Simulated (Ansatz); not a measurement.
A short molecular-dynamics run on `C=CC(F)(F)F`.

```yaml
crystal:
  periodic: [false, false, false]
  atoms:
    - {symbol: C, position_ang: [0.184916, -1.279462, 0.558044]}
    - {symbol: C, position_ang: [-0.498859, -0.194320, 0.244253]}
    - {symbol: C, position_ang: [0.092575, 0.961682, -0.490195]}
    - {symbol: F, position_ang: [-0.564192, 1.188525, -1.638611]}
    - {symbol: F, position_ang: [0.003264, 2.088009, 0.234548]}
    - {symbol: F, position_ang: [1.380536, 0.784578, -0.795397]}
    - {symbol: H, position_ang: [1.230018, -1.385433, 0.293460]}
    - {symbol: H, position_ang: [-0.283523, -2.096354, 1.092732]}
    - {symbol: H, position_ang: [-1.544726, -0.067225, 0.501155]}
basis:
  gaussian: {orbitals: def2-SVP}
hamiltonian: {xc: {name: PBE}}
md: {timestep: 1 fs, n_steps: 30, ensemble: nvt_nose_hoover, temperature: 500, initial_velocities: maxwell_boltzmann, seed: 266}
```

```sh
$ ansatz run in.yaml --threads 4 --pin off --events-out ev --progress --plain --max-ram 10444MiB
```

| step | time (fs) | potential energy (eV) | kinetic (eV) | T (K) | conserved (eV) |
| --- | --- | --- | --- | --- | --- |
| 0 | 0.0 | -11289.7832 | 0.4524 | 500 | -11289.3308 |
| 1 | 1.0 | -11289.7291 | 0.4015 | 444 | -11289.3276 |
| 2 | 2.0 | -11289.6529 | 0.3289 | 363 | -11289.3240 |
| 3 | 3.0 | -11289.6081 | 0.2842 | 314 | -11289.3239 |
| 4 | 4.0 | -11289.5996 | 0.2747 | 304 | -11289.3250 |
| 5 | 5.0 | -11289.6110 | 0.2856 | 316 | -11289.3256 |
| 6 | 6.0 | -11289.6306 | 0.3045 | 337 | -11289.3263 |
| 7 | 7.0 | -11289.6473 | 0.3211 | 355 | -11289.3266 |
| 8 | 8.0 | -11289.6560 | 0.3300 | 365 | -11289.3265 |
| 9 | 9.0 | -11289.6546 | 0.3277 | 362 | -11289.3275 |
| 10 | 10.0 | -11289.6271 | 0.2995 | 331 | -11289.3284 |
| 11 | 11.0 | -11289.5616 | 0.2361 | 261 | -11289.3264 |
| 12 | 12.0 | -11289.4886 | 0.1666 | 184 | -11289.3231 |
| 13 | 13.0 | -11289.4553 | 0.1336 | 148 | -11289.3229 |
| 14 | 14.0 | -11289.4661 | 0.1427 | 158 | -11289.3248 |
| 15 | 15.0 | -11289.4943 | 0.1703 | 188 | -11289.3255 |
| 16 | 16.0 | -11289.5258 | 0.2022 | 224 | -11289.3253 |
| 17 | 17.0 | -11289.5622 | 0.2391 | 264 | -11289.3251 |
| 18 | 18.0 | -11289.6067 | 0.2836 | 313 | -11289.3255 |
| 19 | 19.0 | -11289.6517 | 0.3272 | 362 | -11289.3274 |
| 20 | 20.0 | -11289.6689 | 0.3427 | 379 | -11289.3297 |
| 21 | 21.0 | -11289.6278 | 0.3028 | 335 | -11289.3290 |
| 22 | 22.0 | -11289.5434 | 0.2233 | 247 | -11289.3246 |
| 23 | 23.0 | -11289.4809 | 0.1638 | 181 | -11289.3218 |
| 24 | 24.0 | -11289.4815 | 0.1631 | 180 | -11289.3235 |
| 25 | 25.0 | -11289.5234 | 0.2029 | 224 | -11289.3259 |
| 26 | 26.0 | -11289.5685 | 0.2475 | 274 | -11289.3269 |
| 27 | 27.0 | -11289.5991 | 0.2790 | 308 | -11289.3267 |
| 28 | 28.0 | -11289.6174 | 0.2986 | 330 | -11289.3261 |
| 29 | 29.0 | -11289.6314 | 0.3129 | 346 | -11289.3265 |
| 30 | 30.0 | -11289.6323 | 0.3129 | 346 | -11289.3282 |

Velocities are drawn at the set temperature; a run this short doesn't reach equilibrium.

Frames (Å, forces in eV/Å):

```xyz
9
time=0.0 fs
C     0.185   -1.279    0.558    0.243   -0.528    0.185
C    -0.499   -0.194    0.244   -0.133    0.641   -0.267
C     0.093    0.962   -0.490   -0.129   -0.103    0.091
F    -0.564    1.189   -1.639   -0.430    0.066   -0.638
F     0.003    2.088    0.235   -0.092    0.600    0.475
F     1.381    0.785   -0.795    0.791   -0.195   -0.146
H     1.230   -1.385    0.293    0.606   -0.055   -0.161
H    -0.284   -2.096    1.093   -0.252   -0.491    0.312
H    -1.545   -0.067    0.501   -0.605    0.066    0.149
9
time=1.0 fs
C     0.181   -1.273    0.556    2.034   -0.858   -0.027
C    -0.497   -0.204    0.252   -0.519    1.954   -0.890
C     0.090    0.963   -0.495    0.012   -0.299    0.360
F    -0.563    1.194   -1.642   -0.421    0.033   -0.571
F    -0.001    2.089    0.239   -0.041    0.438    0.331
F     1.382    0.777   -0.798    0.606   -0.070   -0.118
H     1.256   -1.364    0.315   -0.158    0.029   -0.086
H    -0.251   -2.083    1.085   -0.699   -1.192    0.777
H    -1.537   -0.051    0.498   -0.814   -0.036    0.224
9
time=2.0 fs
C     0.179   -1.268    0.555    3.343   -1.499    0.080
C    -0.496   -0.212    0.259   -1.157    3.136   -1.368
C     0.088    0.964   -0.499    0.157   -0.429    0.585
F    -0.562    1.199   -1.645   -0.399    0.000   -0.492
F    -0.005    2.090    0.243    0.011    0.274    0.182
F     1.385    0.770   -0.800    0.410    0.053   -0.087
H     1.281   -1.342    0.337   -0.774    0.066   -0.067
H    -0.226   -2.081    1.085   -0.860   -1.439    0.941
H    -1.537   -0.035    0.496   -0.730   -0.164    0.226
9
time=3.0 fs
C     0.179   -1.263    0.553    3.878   -2.448    0.571
C    -0.495   -0.217    0.264   -1.858    3.998   -1.662
C     0.086    0.964   -0.502    0.283   -0.486    0.755
F    -0.561    1.204   -1.649   -0.363   -0.033   -0.399
F    -0.009    2.091    0.247    0.068    0.115    0.032
F     1.387    0.763   -0.803    0.209    0.166   -0.051
H     1.299   -1.320    0.357   -1.093    0.052   -0.109
H    -0.209   -2.093    1.093   -0.699   -1.053    0.692
H    -1.544   -0.020    0.497   -0.425   -0.310    0.171
9
time=4.0 fs
C     0.183   -1.261    0.552    3.654   -3.283    1.211
C    -0.496   -0.219    0.269   -2.347    4.337   -1.762
C     0.085    0.965   -0.505    0.372   -0.478    0.867
F    -0.561    1.209   -1.653   -0.310   -0.067   -0.293
F    -0.013    2.092    0.251    0.129   -0.031   -0.112
F     1.389    0.756   -0.805    0.012    0.266   -0.009
H     1.306   -1.297    0.377   -1.079   -0.005   -0.194
H    -0.199   -2.115    1.109   -0.375   -0.296    0.198
H    -1.555   -0.008    0.500   -0.056   -0.445    0.094
9
time=5.0 fs
C     0.189   -1.261    0.552    2.789   -3.547    1.710
C    -0.499   -0.218    0.272   -2.417    4.046   -1.681
C     0.083    0.964   -0.507    0.417   -0.413    0.919
F    -0.560    1.214   -1.657   -0.242   -0.099   -0.177
F    -0.016    2.093    0.256    0.194   -0.159   -0.248
F     1.392    0.749   -0.808   -0.178    0.351    0.040
H     1.302   -1.274    0.394   -0.732   -0.086   -0.302
H    -0.192   -2.140    1.126   -0.066    0.440   -0.283
H    -1.567   -0.001    0.503    0.236   -0.534    0.023
9
time=6.0 fs
C     0.198   -1.264    0.553    1.441   -3.110    1.929
C    -0.504   -0.213    0.273   -2.019    3.186   -1.464
C     0.082    0.964   -0.509    0.419   -0.306    0.913
F    -0.560    1.218   -1.662   -0.163   -0.130   -0.051
F    -0.020    2.095    0.260    0.262   -0.266   -0.370
F     1.394    0.742   -0.810   -0.358    0.421    0.095
H     1.292   -1.252    0.409   -0.104   -0.167   -0.418
H    -0.186   -2.161    1.140    0.146    0.930   -0.608
H    -1.576    0.001    0.507    0.376   -0.558   -0.026
9
time=7.0 fs
C     0.208   -1.270    0.556   -0.093   -2.130    1.862
C    -0.510   -0.206    0.274   -1.247    1.958   -1.174
C     0.081    0.963   -0.510    0.384   -0.170    0.853
F    -0.559    1.223   -1.666   -0.075   -0.160    0.080
F    -0.024    2.096    0.264    0.332   -0.351   -0.478
F     1.397    0.735   -0.812   -0.527    0.479    0.156
H     1.280   -1.231    0.420    0.640   -0.223   -0.519
H    -0.178   -2.172    1.149    0.244    1.114   -0.735
H    -1.582   -0.002    0.510    0.343   -0.516   -0.045
9
time=8.0 fs
C     0.217   -1.277    0.560   -1.346   -0.823    1.526
C    -0.517   -0.197    0.273   -0.269    0.605   -0.868
C     0.081    0.962   -0.510    0.323   -0.017    0.748
F    -0.559    1.228   -1.670    0.016   -0.190    0.214
F    -0.027    2.096    0.267    0.402   -0.417   -0.568
F     1.399    0.729   -0.815   -0.683    0.528    0.219
H     1.275   -1.213    0.426    1.173   -0.255   -0.573
H    -0.168   -2.173    1.151    0.223    0.990   -0.660
H    -1.584   -0.010    0.513    0.161   -0.421   -0.038
9
time=9.0 fs
C     0.226   -1.285    0.566   -1.888    0.673    0.932
C    -0.525   -0.188    0.272    0.725   -0.674   -0.583
C     0.080    0.961   -0.509    0.242    0.138    0.607
F    -0.559    1.233   -1.674    0.107   -0.219    0.349
F    -0.031    2.097    0.271    0.470   -0.466   -0.641
F     1.400    0.722   -0.817   -0.823    0.573    0.282
H     1.281   -1.197    0.426    1.184   -0.295   -0.544
H    -0.156   -2.165    1.146    0.078    0.567   -0.386
H    -1.585   -0.022    0.516   -0.096   -0.298   -0.015
9
time=10.0 fs
C     0.233   -1.293    0.572   -1.665    2.246    0.134
C    -0.532   -0.179    0.271    1.558   -1.754   -0.323
C     0.080    0.961   -0.508    0.152    0.285    0.442
F    -0.559    1.237   -1.678    0.193   -0.248    0.481
F    -0.034    2.097    0.274    0.534   -0.501   -0.699
F     1.401    0.717   -0.819   -0.942    0.618    0.340
H     1.299   -1.183    0.421    0.663   -0.376   -0.428
H    -0.143   -2.151    1.138   -0.175   -0.096    0.050
H    -1.587   -0.036    0.518   -0.318   -0.174    0.003
9
time=11.0 fs
C     0.239   -1.298    0.578   -1.045    3.653   -0.688
C    -0.538   -0.172    0.269    2.091   -2.578   -0.078
C     0.080    0.960   -0.507    0.059    0.412    0.266
F    -0.558    1.242   -1.682    0.270   -0.277    0.607
F    -0.036    2.098    0.276    0.592   -0.525   -0.742
F     1.402    0.711   -0.821   -1.038    0.662    0.393
H     1.322   -1.174    0.412   -0.088   -0.482   -0.260
H    -0.132   -2.138    1.130   -0.450   -0.795    0.511
H    -1.592   -0.053    0.521   -0.392   -0.072   -0.009
9
time=12.0 fs
C     0.244   -1.301    0.584   -0.518    4.495   -1.246
C    -0.542   -0.167    0.267    2.277   -3.132    0.154
C     0.081    0.960   -0.505   -0.030    0.509    0.093
F    -0.558    1.246   -1.685    0.336   -0.305    0.724
F    -0.039    2.097    0.279    0.642   -0.540   -0.770
F     1.402    0.706   -0.823   -1.107    0.707    0.438
H     1.345   -1.169    0.400   -0.742   -0.568   -0.090
H    -0.125   -2.133    1.127   -0.590   -1.170    0.760
H    -1.600   -0.070    0.523   -0.268    0.004   -0.061
9
time=13.0 fs
C     0.249   -1.300    0.589   -0.384    4.493   -1.336
C    -0.544   -0.164    0.265    2.175   -3.427    0.353
C     0.081    0.960   -0.504   -0.114    0.565   -0.068
F    -0.557    1.250   -1.688    0.387   -0.331    0.830
F    -0.041    2.097    0.281    0.684   -0.546   -0.786
F     1.402    0.701   -0.824   -1.149    0.751    0.475
H     1.361   -1.170    0.388   -1.124   -0.600    0.043
H    -0.124   -2.139    1.131   -0.483   -0.964    0.632
H    -1.611   -0.087    0.525    0.008    0.060   -0.142
9
time=14.0 fs
C     0.253   -1.296    0.593   -0.643    3.780   -1.028
C    -0.545   -0.164    0.263    1.907   -3.480    0.486
C     0.081    0.961   -0.502   -0.190    0.568   -0.204
F    -0.556    1.254   -1.691    0.423   -0.354    0.921
F    -0.043    2.096    0.282    0.716   -0.546   -0.789
F     1.401    0.696   -0.826   -1.164    0.793    0.503
H     1.366   -1.176    0.376   -1.189   -0.567    0.117
H    -0.127   -2.154    1.141   -0.185   -0.300    0.216
H    -1.623   -0.104    0.525    0.326    0.105   -0.222
9
time=15.0 fs
C     0.257   -1.288    0.596   -1.130    2.744   -0.553
C    -0.544   -0.167    0.262    1.594   -3.303    0.524
C     0.080    0.962   -0.501   -0.256    0.513   -0.311
F    -0.555    1.258   -1.693    0.442   -0.374    0.996
F    -0.044    2.095    0.283    0.738   -0.538   -0.780
F     1.399    0.692   -0.827   -1.154    0.833    0.523
H     1.359   -1.187    0.365   -0.947   -0.476    0.122
H    -0.132   -2.172    1.154    0.138    0.461   -0.249
H    -1.631   -0.120    0.524    0.575    0.140   -0.271
9
time=16.0 fs
C     0.259   -1.278    0.598   -1.672    1.692   -0.088
C    -0.542   -0.173    0.261    1.310   -2.902    0.449
C     0.080    0.963   -0.500   -0.310    0.397   -0.387
F    -0.554    1.262   -1.695    0.443   -0.389    1.052
F    -0.045    2.094    0.284    0.748   -0.524   -0.759
F     1.397    0.689   -0.827   -1.121    0.869    0.535
H     1.344   -1.204    0.356   -0.445   -0.349    0.057
H    -0.136   -2.185    1.164    0.364    1.040   -0.586
H    -1.633   -0.134    0.519    0.682    0.166   -0.274
9
time=17.0 fs
C     0.261   -1.267    0.600   -2.094    0.759    0.288
C    -0.538   -0.181    0.261    1.078   -2.282    0.258
C     0.080    0.965   -0.499   -0.349    0.226   -0.432
F    -0.552    1.265   -1.696    0.427   -0.399    1.088
F    -0.046    2.093    0.285    0.748   -0.503   -0.726
F     1.395    0.686   -0.828   -1.066    0.903    0.538
H     1.324   -1.223    0.346    0.191   -0.211   -0.058
H    -0.137   -2.189    1.168    0.448    1.327   -0.731
H    -1.629   -0.147    0.512    0.617    0.180   -0.225
9
time=18.0 fs
C     0.261   -1.256    0.603   -2.152   -0.015    0.519
C    -0.534   -0.190    0.261    0.877   -1.454   -0.040
C     0.079    0.967   -0.498   -0.368    0.012   -0.451
F    -0.550    1.268   -1.696    0.394   -0.403    1.100
F    -0.046    2.091    0.285    0.737   -0.475   -0.681
F     1.391    0.683   -0.828   -0.992    0.935    0.531
H     1.306   -1.245    0.337    0.732   -0.085   -0.171
H    -0.133   -2.180    1.166    0.383    1.300   -0.675
H    -1.619   -0.158    0.503    0.388    0.183   -0.130
9
time=19.0 fs
C     0.259   -1.244    0.606   -1.599   -0.616    0.535
C    -0.529   -0.201    0.261    0.653   -0.442   -0.423
C     0.077    0.969   -0.498   -0.364   -0.227   -0.453
F    -0.548    1.271   -1.696    0.345   -0.402    1.087
F    -0.046    2.089    0.284    0.717   -0.439   -0.625
F     1.388    0.680   -0.828   -0.898    0.965    0.514
H     1.295   -1.267    0.325    0.925    0.033   -0.207
H    -0.125   -2.158    1.157    0.175    0.947   -0.420
H    -1.606   -0.167    0.493    0.046    0.179   -0.009
9
time=20.0 fs
C     0.256   -1.233    0.610   -0.393   -1.044    0.307
C    -0.524   -0.212    0.260    0.323    0.700   -0.852
C     0.076    0.971   -0.498   -0.337   -0.466   -0.441
F    -0.546    1.274   -1.696    0.279   -0.395    1.047
F    -0.046    2.087    0.284    0.689   -0.396   -0.559
F     1.383    0.679   -0.828   -0.786    0.991    0.487
H     1.293   -1.289    0.312    0.696    0.162   -0.126
H    -0.116   -2.128    1.143   -0.158    0.279    0.023
H    -1.591   -0.175    0.483   -0.313    0.170    0.114
9
time=21.0 fs
C     0.252   -1.222    0.613    1.177   -1.348   -0.078
C    -0.518   -0.223    0.259   -0.185    1.880   -1.273
C     0.074    0.972   -0.499   -0.293   -0.684   -0.422
F    -0.544    1.277   -1.695    0.200   -0.383    0.980
F    -0.045    2.084    0.283    0.654   -0.347   -0.483
F     1.379    0.677   -0.827   -0.656    1.008    0.451
H     1.298   -1.310    0.297    0.215    0.307    0.043
H    -0.108   -2.095    1.131   -0.549   -0.588    0.575
H    -1.580   -0.180    0.473   -0.563    0.156    0.207
9
time=22.0 fs
C     0.250   -1.213    0.617    2.625   -1.721   -0.385
C    -0.513   -0.232    0.257   -0.876    2.966   -1.624
C     0.072    0.973   -0.500   -0.238   -0.858   -0.396
F    -0.542    1.279   -1.693    0.109   -0.367    0.885
F    -0.044    2.081    0.281    0.615   -0.294   -0.402
F     1.374    0.677   -0.826   -0.509    1.011    0.408
H     1.304   -1.328    0.283   -0.260    0.442    0.231
H    -0.106   -2.067    1.123   -0.856   -1.316    1.033
H    -1.575   -0.185    0.466   -0.610    0.136    0.251
9
time=23.0 fs
C     0.249   -1.205    0.620    3.487   -2.400   -0.363
C    -0.508   -0.239    0.253   -1.637    3.794   -1.843
C     0.070    0.973   -0.501   -0.182   -0.972   -0.365
F    -0.539    1.282   -1.691    0.008   -0.347    0.763
F    -0.042    2.079    0.280    0.573   -0.237   -0.317
F     1.369    0.676   -0.825   -0.344    0.998    0.360
H     1.309   -1.341    0.271   -0.553    0.533    0.379
H    -0.111   -2.052    1.126   -0.901   -1.479    1.143
H    -1.575   -0.188    0.461   -0.450    0.111    0.243
9
time=24.0 fs
C     0.252   -1.199    0.624    3.520   -3.301    0.018
C    -0.504   -0.243    0.248   -2.257    4.189   -1.875
C     0.068    0.973   -0.502   -0.133   -1.016   -0.326
F    -0.537    1.284   -1.689   -0.101   -0.321    0.613
F    -0.041    2.076    0.278    0.531   -0.177   -0.232
F     1.363    0.677   -0.824   -0.164    0.964    0.309
H     1.307   -1.350    0.263   -0.591    0.556    0.452
H    -0.126   -2.051    1.139   -0.636   -0.981    0.841
H    -1.579   -0.190    0.458   -0.169    0.087    0.200
9
time=25.0 fs
C     0.257   -1.195    0.627    2.758   -3.957    0.519
C    -0.503   -0.243    0.241   -2.527    4.035   -1.687
C     0.065    0.971   -0.504   -0.091   -0.986   -0.280
F    -0.534    1.286   -1.686   -0.216   -0.291    0.438
F    -0.039    2.073    0.277    0.489   -0.114   -0.147
F     1.358    0.677   -0.823    0.028    0.908    0.256
H     1.301   -1.353    0.259   -0.362    0.503    0.436
H    -0.146   -2.059    1.161   -0.192   -0.173    0.323
H    -1.585   -0.191    0.458    0.114    0.074    0.142
9
time=26.0 fs
C     0.264   -1.195    0.630    1.412   -3.982    0.887
C    -0.503   -0.240    0.234   -2.356    3.340   -1.288
C     0.063    0.969   -0.506   -0.054   -0.884   -0.229
F    -0.532    1.287   -1.683   -0.335   -0.256    0.240
F    -0.036    2.070    0.275    0.448   -0.050   -0.063
F     1.352    0.678   -0.821    0.227    0.833    0.202
H     1.290   -1.351    0.259    0.096    0.383    0.333
H    -0.168   -2.069    1.185    0.255    0.539   -0.168
H    -1.590   -0.192    0.458    0.309    0.077    0.086
9
time=27.0 fs
C     0.273   -1.198    0.634   -0.189   -3.357    1.009
C    -0.505   -0.235    0.225   -1.797    2.247   -0.741
C     0.060    0.966   -0.508   -0.013   -0.714   -0.176
F    -0.530    1.289   -1.680   -0.456   -0.217    0.025
F    -0.034    2.067    0.273    0.406    0.014    0.017
F     1.347    0.680   -0.819    0.427    0.742    0.149
H     1.281   -1.346    0.262    0.658    0.227    0.177
H    -0.188   -2.074    1.209    0.598    0.965   -0.505
H    -1.592   -0.192    0.460    0.367    0.093    0.044
9
time=28.0 fs
C     0.281   -1.204    0.639   -1.613   -2.301    0.845
C    -0.509   -0.227    0.215   -1.000    0.965   -0.133
C     0.058    0.963   -0.511    0.038   -0.489   -0.123
F    -0.528    1.290   -1.677   -0.577   -0.175   -0.201
F    -0.031    2.064    0.271    0.364    0.077    0.095
F     1.342    0.682   -0.818    0.623    0.641    0.094
H     1.278   -1.338    0.267    1.085    0.087    0.051
H    -0.202   -2.070    1.227    0.794    1.075   -0.652
H    -1.591   -0.191    0.462    0.286    0.119    0.023
9
time=29.0 fs
C     0.288   -1.211    0.645   -2.446   -1.040    0.364
C    -0.513   -0.219    0.205   -0.137   -0.312    0.455
C     0.055    0.959   -0.513    0.104   -0.224   -0.074
F    -0.526    1.292   -1.674   -0.694   -0.132   -0.429
F    -0.028    2.061    0.270    0.320    0.137    0.169
F     1.337    0.684   -0.816    0.811    0.535    0.038
H     1.285   -1.330    0.273    1.127    0.005    0.049
H    -0.209   -2.055    1.239    0.815    0.885   -0.597
H    -1.586   -0.188    0.464    0.100    0.146    0.023
9
time=30.0 fs
C     0.293   -1.220    0.651   -2.522    0.308   -0.417
C    -0.518   -0.211    0.196    0.638   -1.454    0.978
C     0.053    0.955   -0.516    0.186    0.060   -0.028
F    -0.525    1.293   -1.671   -0.805   -0.090   -0.649
F    -0.025    2.058    0.268    0.274    0.190    0.239
F     1.332    0.687   -0.814    0.988    0.430   -0.021
H     1.303   -1.321    0.279    0.724   -0.023    0.193
H    -0.208   -2.032    1.245    0.641    0.413   -0.329
H    -1.581   -0.185    0.466   -0.123    0.166    0.033
```

It took 27 s on 4 threads of an Arm Neoverse V1 on a shared host, with 0.42 GiB of host memory at the peak.
